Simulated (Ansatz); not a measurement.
The same path of CH₂FSi (5 atoms, charge 1, multiplicity 1) was run 3 times with different band settings.

Level of theory: Ansatz 0.2.0, RKS r2SCANh-D4/def2-SVP.

Relaxed end points:

```xyz
5
Properties=species:S:1:pos:R:3
F 0.718 -1.143 1.753
C 0.194 -0.459 0.888
Si -0.030 0.271 -0.687
H -1.176 -0.381 -1.356
H 0.294 1.712 -0.598
```

```xyz
5
Properties=species:S:1:pos:R:3
F 0.630 -1.102 1.812
C 0.420 -0.563 0.737
Si -0.400 0.442 -0.441
H -1.061 -0.435 -1.433
H 0.411 1.658 -0.674
```

Common settings: climbing image yes; spring 5.0 eV/Å²; optimiser quadratic models (default); start path through a guess of the saddle point; force threshold 0.05 eV/Å; end points relaxed.

| run | movable images | iteration limit |
| --- | --- | --- |
| 1 | 5 | 60 |
| 2 | 5 | 10 |
| 3 | 1 | 60 |

Task: What does each run give, and how far can it be trusted?

Result: Run 1: converged after 8 iterations, highest image 0.025 eV above the first end. A vibrational analysis at the climbing image gives one clearly imaginary mode, 176i cm⁻¹: a first-order saddle point.
Run 2: converged after 8 iterations, highest image 0.025 eV above the first end. Another band between the same ends (5 images) ends at a top of the same energy, where a vibrational analysis finds 1 clearly imaginary mode.
Run 3: converged after 8 iterations, highest image 0.025 eV above the first end. Another band between the same ends (5 images) ends at a top of the same energy, where a vibrational analysis finds 1 clearly imaginary mode. So few images can step over the top or miss a turn of the path.
Limits of this set-up: the dipole of an ion depends on the origin.
